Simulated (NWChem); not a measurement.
## Atomisation of hydrogen peroxide (H2O2)

SMILES: OO
```xyz
4

O     -0.2942     0.6453    -0.0547
O      0.2942    -0.6453    -0.0547
H      0.3673     1.1503     0.4376
H     -0.3673    -1.1503     0.4376
```
Charge 0, spin multiplicity 1.

All runs are NWChem calculations. The geometry was optimised at PBE0/def2-SVP, a minimum by its harmonic frequencies. It is one conformer; others weren't searched.

Basis set: def2-TZVP. The atomisation energy is electronic alone: no zero-point, thermal, spin-orbit or counterpoise terms. No value is extrapolated to the basis-set limit. Free atoms are single determinants with multiplicities O 3, H 2. Correlated methods freeze the same cores in atoms and molecule, 2 orbitals in all.

B3LYP has NWChem's definition, with VWN1-RPA local correlation. The stability of the SCF solutions was not checked. Open-shell Hartree-Fock references start from PBE0 orbitals.

Problem. For the atomisation energy, LDA (SVWN5) gives 332.0 kcal/mol and B3LYP gives 263.9 kcal/mol. What do HF, MP2, PBE give?

Solution. HF: 132.9 kcal/mol; MP2: 259.9 kcal/mol; PBE: 278.8 kcal/mol.
